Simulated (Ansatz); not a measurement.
This geometry of CH$_{5}$SSi (8 atoms, charge -1, multiplicity 1) is a first-order saddle point.

The calculation used Ansatz 0.2.0, RKS PBE0/def2-SVP.

```xyz
8
Properties=species:S:1:pos:R:3
Si -0.592 0.089 -0.870
C 0.642 0.179 0.610
S 0.684 -1.624 0.931
H -1.967 0.133 -0.204
H -0.681 1.446 -1.635
H 0.279 0.742 1.488
H 1.637 0.577 0.340
H -0.002 -1.544 -0.659
```

Q: Which two structures does it join? (They come from a converged band through this point; their orientation in space is the band's.)

A: Bonds broken: S3–H8. Bonds formed: Si1–H8.

First end point:

```xyz
8
Properties=species:S:1:pos:R:3
Si -0.677 0.258 -1.133
C 0.545 0.142 0.429
S 0.766 -1.587 0.971
H -1.997 0.260 -0.315
H -0.635 1.812 -1.239
H 0.172 0.699 1.304
H 1.534 0.556 0.163
H 0.292 -2.141 -0.181
```

Last end point:

```xyz
8
Properties=species:S:1:pos:R:3
Si -0.532 -0.034 -0.644
C 0.692 0.202 0.733
S 0.450 -1.428 1.530
H -1.938 -0.199 -0.151
H -0.670 1.160 -1.625
H 0.439 1.072 1.371
H 1.718 0.383 0.352
H -0.160 -1.156 -1.566
```

Q: How far does it lie above each of them?

A: 10.4 kcal/mol above the first and 24.9 kcal/mol above the second. This is the barrier of this one path; another mechanism may lie lower. The orbitals stay closed-shell, which can raise the energy where a bond breaks towards radicals; this wasn't checked here. Limits of this set-up: an anion without diffuse functions, the dipole of an ion depends on the origin.

Time of the run: 3.2 min on 1 thread of Arm Neoverse V1, on a shared host, peak memory 0.14 GiB.
